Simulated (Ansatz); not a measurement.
The input, for Ansatz 0.2.0:

```yaml
crystal:
  periodic: [false, false, false]
  atoms:
    - {symbol: Se, position_ang: [0.000000, 0.000000, 0.000000]}
    - {symbol: H, position_ang: [0.000000, 0.000000, 1.621000]}
basis:
  gaussian: {orbitals: aug-cc-pVDZ}
total_charge: 1
correlation: {active_space: {window: {electrons: 2, orbitals: 2}}}
output: {forces: true}
```

```sh
$ ansatz run in.yaml --threads 1 --pin off --events-out ev --progress --plain --max-ram 2393MiB
```

The program prints:

```
494 factors; integrals over basis functions are off by at most 9.3e-4 eV
mean field evaluation 1: about -65306.4145 eV, gradient 7.0e0 eV
mean field evaluation 2: about -65306.4184 eV, gradient 7.0e0 eV
mean field evaluation 4: about -65306.5775 eV, gradient 4.8e-1 eV
mean field evaluation 8: about -65306.5793 eV, gradient 1.3e-4 eV
mean field evaluation 16: about -65306.5793 eV, gradient 1.4e-3 eV
mean field -65306.57926780 eV, -2399.9725217025 hartree, gradient 1.1e-6 eV, S^2 0.000000; 2 other end points of the search recorded, 0 dependent functions left out
reference -65306.57926780 eV, -2399.9725217025 hartree; 17, 17 occupied and 28, 28 virtual orbitals, 494 factors
state -65307.27287406 eV, -2399.9980112624 hartree
the calculation of the forces begins
Total energy: -65307.27287406 eV, -2399.9980112624 hartree
Atom 0 at     0.000000     0.000000     0.000000 Å, force    -0.000000     0.000000     2.411051 eV/Å
Atom 1 at     0.000000     0.000000     1.621000 Å, force     0.000000    -0.000000    -2.411051 eV/Å
Dipole moment:     0.000000     0.000000     0.273706 e Å
```

Forces (eV/Å):
```
Se   0.000  0.000  2.411
H    0.000  0.000 -2.411
```

Ran on 1 thread of Arm Neoverse V1, shared host: 0.96 s wall, 0.09 GiB peak host memory.
